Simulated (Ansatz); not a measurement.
**H2CO (formaldehyde): where methods fail along a bond**

The species is H2CO (4 atoms), meant as a singlet with charge 0. As SMILES, `C=O`. The coordinates come from a PBE0-D4/def2-TZVP relaxation.

```xyz
4

C    -0.0028   -0.0022   -0.0033
O     0.6920    0.5444    0.8013
H    -0.5448    0.5597   -0.7905
H    -0.1443   -1.1019   -0.0075
```

The C1–O2 distance is scanned; the parts on either side stay rigid. Basis STO-3G, 2 core orbitals frozen in the correlated methods; program Ansatz 0.2.0. FCI is exact within this basis and core. Energies in eV from each method's value at 1.195 Å; methods without a U are spin-restricted. The shape above is that at 1.195 Å.

```
distance (Å)  revPBE  r2SCAN  B3LYP  BHLYP    MP2  CCSD(T)  BCCD(T)   FCI
       1.195    0.00    0.00   0.00   0.00   0.00     0.00     0.00  0.00
       1.494    1.10    1.42   1.39   1.91   1.01     0.90     0.91  0.86
       1.793    4.14    4.72   4.72   5.74   6.72     1.40     3.38  3.29
       2.988   10.92   11.76  11.32  10.65  10.57     9.81     9.81  5.91
```

Departure from the FCI curve at its largest: revPBE +5.01 eV at 2.99 Å; r2SCAN +5.85 eV at 2.99 Å; B3LYP +5.41 eV at 2.99 Å; BHLYP +4.74 eV at 2.99 Å; MP2 +4.66 eV at 2.99 Å; CCSD(T) +3.90 eV at 2.99 Å; BCCD(T) +3.90 eV at 2.99 Å. Restricted functionals keep the electrons paired too, and rise too high.
